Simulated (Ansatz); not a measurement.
Relaxation of AlH7Si (9 atoms, charge 0, multiplicity 1), to a largest force component of 0.03 eV/Å in at most 50 steps.

Level of theory: RKS PBE0-D4/6-31G* in Ansatz.

```xyz
9
Properties=species:S:1:pos:R:3:forces:R:3
Al -0.023 0.459 -0.011 0.01 -0.22 -0.12
H 0.020 0.500 1.555 -0.02 0.69 0.35
H 1.342 0.416 -0.832 0.00 0.00 -0.01
H -1.427 0.391 -0.763 -0.01 0.00 0.00
Si 0.127 -2.826 1.222 0.01 -0.50 -0.07
H -0.654 -3.390 0.091 0.00 -0.01 0.00
H 1.542 -3.272 1.139 0.01 0.00 0.01
H -0.476 -3.227 2.519 0.00 0.00 0.00
H 0.090 -1.343 1.173 0.00 0.03 -0.16
```

Where does it end, and by what steps?

It converged. The force dipped under the threshold on the way, but the program's further checks kept it going. After 17 steps the energy has fallen by 0.296 eV; H3 moved furthest, 0.99 Å.

| step | energy less start (eV) | largest force component (eV/Å) | accepted |
| --- | --- | --- | --- |
| 0 | 0.0000 | 0.689 | yes |
| 1 | -0.1275 | 0.337 | yes |
| 2 | -0.1889 | 0.486 | yes |
| 3 | -0.2101 | 0.702 | yes |
| 4 | -0.2334 | 0.302 | yes |
| 5 | -0.2496 | 0.115 | yes |
| 6 | -0.2585 | 0.048 | yes |
| 7 | -0.2700 | 0.195 | yes |
| 8 | -0.2774 | 0.205 | yes |
| 9 | -0.2897 | 0.027 | yes |
| 10 | -0.2915 | 0.037 | yes |
| 11 | -0.2925 | 0.036 | yes |
| 12 | -0.2933 | 0.056 | yes |
| 13 | -0.2946 | 0.040 | yes |
| 14 | -0.2955 | 0.058 | yes |
| 15 | -0.2960 | 0.067 | yes |
| 16 | -0.2963 | 0.054 | yes |
| 17 | -0.2965 | 0.026 | yes |

```xyz
9
Properties=species:S:1:pos:R:3
Al -0.035 0.225 0.160
H 0.399 1.186 1.357
H 1.097 -0.534 -0.681
H -1.535 0.213 -0.384
Si 0.147 -2.710 1.100
H -0.345 -3.064 -0.251
H 1.622 -2.784 1.215
H -0.518 -3.531 2.147
H -0.289 -1.294 1.428
```

Run time: 34 s on 1 thread of Arm Neoverse V1, with other jobs on the host, peak memory 0.11 GiB.
